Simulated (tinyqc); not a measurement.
Worked calculation: harmonic frequencies on the UHF/sto-3g surface (energies and gradients from PySCF), for H2O+, spin multiplicity 2. One step of it, computed by the program tinyqc.

Question. Normal modes. Diagonalise H_ij / sqrt(m_i m_j); the 6 smallest eigenvalues belong to translations and rotations; wavenumber = sqrt(eigenvalue / 1822.888) x 219474.63; each mode has its largest component positive (the first on a tie); zero-point energy = sum of wavenumbers / 2, with 349.755 1/cm per kcal/mol.

Hessian (symmetrised) (hartree/bohr^2):
```
             1Ox          1Oy          1Oz          2Hx          2Hy          2Hz          3Hx          3Hy
1Ox   0.00983723  -0.02250350   0.06215543  -0.00295611  -0.01740438  -0.02403656  -0.00687975   0.03990791
1Oy  -0.02250350   0.72360453   0.00706801  -0.02571580  -0.35596888  -0.25508351   0.04821930  -0.36763710
1Oz   0.06215543   0.00706801   0.42666464  -0.02588587  -0.19823891  -0.22113170  -0.03627029   0.19117088
2Hx  -0.00295611  -0.02571580  -0.02588587   0.00255750   0.02096354   0.02214364   0.00039793   0.00475232
2Hy  -0.01740438  -0.35596888  -0.19823891   0.02096354   0.37708701   0.22728050  -0.00355925  -0.02111740
2Hz  -0.02403656  -0.25508351  -0.22113170   0.02214364   0.22728050   0.20199482   0.00189329   0.02780353
3Hx  -0.00687975   0.04821930  -0.03627029   0.00039793  -0.00355925   0.00189329   0.00648115  -0.04466015
3Hy   0.03990791  -0.36763710   0.19117088   0.00475232  -0.02111740   0.02780353  -0.04466015   0.38875520
3Hz  -0.03811900   0.24801553  -0.20553679   0.00374231  -0.02904206   0.01913881   0.03437706  -0.21897399

             3Hz
1Ox  -0.03811900
1Oy   0.24801553
1Oz  -0.20553679
2Hx   0.00374231
2Hy  -0.02904206
2Hz   0.01913881
3Hx   0.03437706
3Hy  -0.21897399
3Hz   0.18639990
```

masses (u): 1O 15.994915, 2H 1.007825, 3H 1.007825

Give: eigenvalues of the mass-weighted Hessian; harmonic wavenumbers of the vibrations; mass-weighted modes; zero-point energy.

Answer.

eigenvalues of the mass-weighted Hessian (hartree/(bohr^2 u)): 0.000  0.000  0.000  0.000  0.000  0.000  0.100  0.544  0.582

harmonic wavenumbers of the vibrations (1/cm): 1629.2  3792.5  3921.8

mass-weighted modes:
```
     mode 1  mode 2  mode 3
1Ox  -0.040   0.028   0.008
1Oy   0.004  -0.002  -0.279
1Oz  -0.273   0.188  -0.005
2Hx   0.092  -0.037   0.040
2Hy  -0.408  -0.577   0.550
2Hz   0.536  -0.384   0.396
3Hx   0.068  -0.072  -0.073
3Hy   0.394   0.587   0.560
3Hz   0.550  -0.364  -0.376
```

zero-point energy = 13.357 kcal/mol
